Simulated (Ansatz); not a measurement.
**AlCN (quintet): the correlation ladder, def2-QZVPP**

One table from this session's results is given with a row withheld; the runs are named, their logs left out.

Program: Ansatz 0.2.0, Gaussian basis. Level of theory: def2-QZVPP, core rule «outside noble gas», up to 7 orbitals frozen. These are calculated values, not measurements.

To be run: UHF; ROHF; CCSD(T) on UHF.

2 further runs of the same task are left out: 2 set aside as unsound or not needed.

## The geometry

The geometry is a PBE0/def2-TZVP stationary point (not a proven minimum) of the parent state, kept for this charge and spin.

3 atoms, charge 0, spin multiplicity 5.

Atoms are counted from 1 here; the program's logs count them from 0.

Bond lengths: C1–Al2 1.902 Å, Al2–N3 1.738 Å. Angles: C1–Al2–N3 180.0°.

Coordinates:

```tsv
atom	x (Å)	y (Å)	z (Å)
C1	0.0000	0.0000	1.8474
Al2	0.0000	0.0000	-0.0549
N3	0.0000	0.0000	-1.7924
```

The first run:

Input file in.yaml:

```yaml
crystal:
  periodic: [false, false, false]
  atoms:
    - {symbol: C, position_ang: [0.000000, 0.000000, 1.847367]}
    - {symbol: Al, position_ang: [0.000000, 0.000000, -0.054933]}
    - {symbol: N, position_ang: [0.000000, 0.000000, -1.792433]}
basis:
  gaussian: {orbitals: "def2-QZVPP.json"}
magnetization: {spin_polarized: true, initial_magnetization: 4}
hamiltonian: {xc: hf}
output: {orbitals: {seedname: orbitals}}
```

The run is started by

```console
> ansatz run in.yaml --threads 1 --pin off --events-out ev --progress --plain --max-ram 2393MiB
```

Steps of the session up to this table: UHF; ROHF; CCSD(T) on UHF.

One table of the session follows, with a row left open; its other results are not shown here.

It belongs to the step «Misses and costs». 

```
  method  from UCCSD(T) (kcal/mol)
    ROHF                   +238.40
     UHF                         ?
    UMP2                    +38.66
   UCCSD                    +12.36
UCCSD(T)                         0
```

**Question.** Estimate the row for UHF.

The run gave: from UCCSD(T) (kcal/mol): +228.33. In the column «from UCCSD(T) (kcal/mol)» it lies between UMP2 (+38.66) and ROHF (+238.40).

Limits of these values: Warnings: spin contamination; coupled cluster took another determinant than the lowest.
